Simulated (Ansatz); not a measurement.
B3H3⁻. Charge -1, multiplicity 2. Geometry r2SCAN-D4/def2-TZVPD; atoms count from 1.

```xyz
6

B    -0.2206    0.6616   -0.5998
B    -0.6625   -0.0117    0.7271
B     0.6305   -0.6508    0.1511
H     0.0984    1.1971   -1.6223
H    -1.4738   -0.0340    1.6139
H     1.6281   -1.1622   -0.2700
```

The structure comes from a short search, and lower isomers may exist.

Estimate the Mulliken populations from the PBE0/def2-TZVPD orbitals of Ansatz.


| atom | charge (e) | spin (α − β) |
| --- | --- | --- |
| B1 | -0.20 | 0.44 |
| B2 | -0.53 | 0.07 |
| B3 | -0.20 | 0.44 |
| H4 | -0.01 | -0.01 |
| H5 | -0.05 | 0.09 |
| H6 | -0.01 | -0.02 |
Mulliken values and Mayer orders depend strongly on the basis. With diffuse functions, as here, like atoms can get unlike values, and bond orders can come out too low or too high.

Where does the spin sit?

Summed by element: B 0.94, H 0.06, of 1 unpaired in all. Largest on single atoms: B3 0.44, B1 0.44, H5 0.09.

And the Mayer bond orders between bonded heavy atoms (over 0.3)?

B1–B2 1.60 (1.55 Å); B1–B3 0.93 (1.74 Å); B2–B3 1.60 (1.55 Å).
